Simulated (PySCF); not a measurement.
## Bond length, frequency and bond energy of AlN⁺ by level of theory

State: ⁴Σ⁻ (quartet), unpaired electrons σ ↑, π ↑↑. Set-up: Al pcseg-1, N pcseg-1; no relativity (PySCF 2.14). De refers to Al⁺ + N in their high-spin ground configurations, without counterpoise correction. The functionals are run spin-unrestricted. A positive dipole points towards N; it is taken about the centre of mass and depends on that origin. Levels whose curve was spin-contaminated or gave no clean fit are not listed.

```json
{"Level": "LDA", "Re (Å)": "2.040", "ωe (cm⁻¹)": "401", "De (eV)": "0.73", "μ (D)": "-2.87"}
{"Level": "PBE", "Re (Å)": "2.071", "ωe (cm⁻¹)": "362", "De (eV)": "0.51", "μ (D)": "-2.94"}
{"Level": "TPSS", "Re (Å)": "2.042", "ωe (cm⁻¹)": "382", "De (eV)": "0.480", "μ (D)": "-3.07"}
{"Level": "r²SCAN", "Re (Å)": "2.091", "ωe (cm⁻¹)": "325", "De (eV)": "0.384", "μ (D)": "-3.02"}
{"Level": "PBE0", "Re (Å)": "2.151", "ωe (cm⁻¹)": "224", "De (eV)": "0.257", "μ (D)": "-2.84"}
{"Level": "CAM-B3LYP", "Re (Å)": "2.239", "ωe (cm⁻¹)": "132", "De (eV)": "0.169", "μ (D)": "-2.75"}
```

**Question.** What does a quarter of exact exchange do here, going from PBE to PBE0?

**Answer.** PBE0 less PBE: +8.0 pm in Re, -38.1 % in ωe, -0.25 eV in De. Exact exchange removes part of the self-interaction that spreads semilocal densities, and in most molecules shortens and stiffens the bond and lowers De; here Re and ωe go the other way.

**Question.** What does the step from GGA to meta-GGA do here, going from PBE to r²SCAN?

**Answer.** r²SCAN less PBE: +2.0 pm in Re, -10.2 % in ωe, -0.13 eV in De. 

**Question.** What does the gradient correction do here, going from LDA to PBE?

**Answer.** PBE less LDA: +3.1 pm in Re, -9.7 % in ωe, -0.22 eV in De. The gradient correction favours the more uneven density of free atoms, so it tends to lengthen bonds and takes away much of the overbinding of LDA; so it does here.

For an ion De counts to the pair picked by the measured ionisation energies or electron affinities, which need not be the lowest pair at this level. The state was picked by a PBE0 search and need not be the measured ground state.

The whole job (state search and all levels along the bond) took about 0.98 min on 1 thread of Arm Neoverse V1 (shared host), peak memory 0.39 GiB.
